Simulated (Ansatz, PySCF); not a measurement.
This PySCF input computes a BLYP/def2-TZVPD energy:

```python
from pyscf import gto, scf, dft

mol = gto.M(
    atom='''
    C    -0.00139165   -0.00334083    0.58589379
    C     0.00267198    1.27254219   -0.25206775
    C    -0.00144008   -1.26958484   -0.26657299
    H    -0.87744234   -0.00566370    1.24134070
    H     0.87153550   -0.00851641    1.24547871
    H     0.00264334    2.16564392    0.37573330
    H    -0.00436951   -2.16978780    0.35099555
    H     0.88562788    1.31645313   -0.89469099
    H    -0.87708528    1.31932823   -0.89886150
    H    -0.88133215   -1.30614068   -0.91384229
    H     0.88138101   -1.30901578   -0.90967178
    ''',
    basis='def2-tzvpd',
    charge=0,
    spin=0,
    verbose=4,
)

mf = dft.RKS(mol, xc='blyp').density_fit(auxbasis='def2-universal-jkfit')
mf.grids.level = 3
mf.conv_tol = 1e-9
mf.max_cycle = 100
mf.max_memory = 1500
mf.kernel()
if not mf.converged:
    mf = mf.newton()
    mf.kernel(mf.make_rdm1())
mf.analyze()
```

Task: Write an input for the same energy in Ansatz (a first-principles code) and say what it gives.

Result: 
Ansatz 0.2 input:
```yaml
crystal:
  periodic: [false, false, false]
  atoms:
    - {symbol: C, position_ang: [-0.00139165, -0.00334083, 0.58589379]}
    - {symbol: C, position_ang: [0.00267198, 1.27254219, -0.25206775]}
    - {symbol: C, position_ang: [-0.00144008, -1.26958484, -0.26657299]}
    - {symbol: H, position_ang: [-0.87744234, -0.00566370, 1.24134070]}
    - {symbol: H, position_ang: [0.87153550, -0.00851641, 1.24547871]}
    - {symbol: H, position_ang: [0.00264334, 2.16564392, 0.37573330]}
    - {symbol: H, position_ang: [-0.00436951, -2.16978780, 0.35099555]}
    - {symbol: H, position_ang: [0.88562788, 1.31645313, -0.89469099]}
    - {symbol: H, position_ang: [-0.87708528, 1.31932823, -0.89886150]}
    - {symbol: H, position_ang: [-0.88133215, -1.30614068, -0.91384229]}
    - {symbol: H, position_ang: [0.88138101, -1.30901578, -0.90967178]}
basis:
  gaussian:
    orbitals: def2-TZVPD
hamiltonian:
  xc: {name: BLYP}
output: {forces: true}
```
It gives -119.10103 Eh, and PySCF -119.10118 Eh, a difference of 0.15 mEh, from the treatment of integrals and grids.
